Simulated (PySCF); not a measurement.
Spectrum to structure. Method: PySCF 2.14.0, density-fitted response routines, TDDFT CAM-B3LYP/def2-SVPD, vertical, gas phase, core orbitals frozen in the response. Geometries: PBE0-D3(BJ)/def2-SVP, one conformer each.

| state | ν̃ (cm⁻¹) | f | main configurations (H = HOMO, L = LUMO) |
| --- | --- | --- | --- |
| S1 | 53500 | 0.023 | H→L (90%) |
| S2 | 62760 | 0.356 | H→L+1 (96%) |
| S3 | 63280 | 0.0038 | H→L+3 (90%) |
| S4 | 67070 | 0.0000 | H→L+2 (98%) |
| S5 | 73860 | 0.0000 | H-1→L+1 (98%) |
| S6 | 75100 | 0.025 | H→L+5 (82%) |
| S7 | 77200 | 0.0000 | H→L+4 (93%) |
| S8 | 79650 | 0.011 | H→L+6 (85%), H-1→L (12%) |
| S9 | 80950 | 0.016 | H-1→L (72%), H→L+6 (13%), H-1→L+3 (10%) |
| S10 | 83640 | 0.0001 | H-2→L+1 (79%), H→L+7 (14%) |

Orbital energies (eV): HOMO-3 -14.82, HOMO-2 -13.37, HOMO-1 -12.46, HOMO -9.10, LUMO 1.17, LUMO+1 1.38, LUMO+2 2.24.

**Question.** Which candidate is it?
A. `F/C=C\F`
B. `C1[C@H]([C@H]1[SiH3])F`
C. `C[Si@@H]1C[C@@H]1F`
D. `F[SiH]1CCC1`
E. `F/C=C/F`

**Answer.** A. Its S1 lies at 6.63 eV; the nearest of the others has S1 at 6.96 eV. S1 is HOMO→LUMO (90%). Löwdin shares by element: HOMO carbon 66%, fluorine 29%; LUMO carbon 65%, hydrogen 18% (atoms not listed hold the other 17%). At the same level the other candidates give, for their lowest levels:
- `F[C@@H]1C[C@@H]1[SiH3]`: 7.84 eV (f 0.008); 8.13 eV (f 0.009); 8.31 eV (f 0.022); 8.48 eV (f 0.009); 8.56 eV (f 0.006); T1 7.60 eV; HOMO -9.74, LUMO 1.22 eV
- `F[SiH]1CCC1`: 7.52 eV (f 0.011); 7.74 eV (f 0.000); 7.85 eV (f 0.022); 7.98 eV (f 0.005); 8.27 eV (f 0.020); T1 7.10 eV; HOMO -9.56, LUMO 1.30 eV
- `C[Si@@H]1C[C@@H]1F`: 6.15 eV (f 0.007); 6.60 eV (f 0.164); 6.70 eV (f 0.021); 7.08 eV (f 0.002); 7.27 eV (f 0.012); T1 5.24 eV; HOMO -8.12, LUMO 1.12 eV
- `F/C=C/F`: 6.96 eV (f 0.000); 7.44 eV (f 0.303); 7.49 eV (f 0.035); 8.12 eV (f 0.000); 8.91 eV (f 0.000); T1 4.23 eV; HOMO -9.05, LUMO 1.19 eV
Triplets come from the Tamm–Dancoff approximation.
